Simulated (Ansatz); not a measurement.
Mulliken charges of `C=C1CO1` from PBE/def2-TZVPP in Ansatz (PBE0-D4/def2-TZVP geometry).

| atom | x (Å) | y (Å) | z (Å) | charge (e) |
| --- | --- | --- | --- | --- |
| C1 | -0.816 | 1.094 | -0.385 | -0.227 |
| C2 | -0.049 | 0.041 | -0.214 | 0.112 |
| C3 | 0.722 | -0.917 | 0.515 | -0.040 |
| O4 | 0.544 | -0.925 | -0.939 | -0.236 |
| H5 | -1.146 | 1.385 | -1.373 | 0.091 |
| H6 | -1.122 | 1.679 | 0.470 | 0.097 |
| H7 | 1.729 | -0.675 | 0.840 | 0.102 |
| H8 | 0.230 | -1.737 | 1.030 | 0.102 |

Question: By hand: the dipole of these point charges (1 e Å = 4.8032 D).

Answer: Σ q r = (0.009, 0.054, 0.376) e Å, of length 0.380 e Å = 1.83 D.

Question: How does the dipole of the full density compare? (Best estimate.)

Answer: Ansatz gave: (0.050, -0.014, 0.316) e Å, 1.54 D; the point charges give 1.19 times that, at 13° from its direction.

Point charges leave out the atoms' own dipoles, such as those of lone pairs, and Mulliken's split depends on the basis, so the two needn't agree.
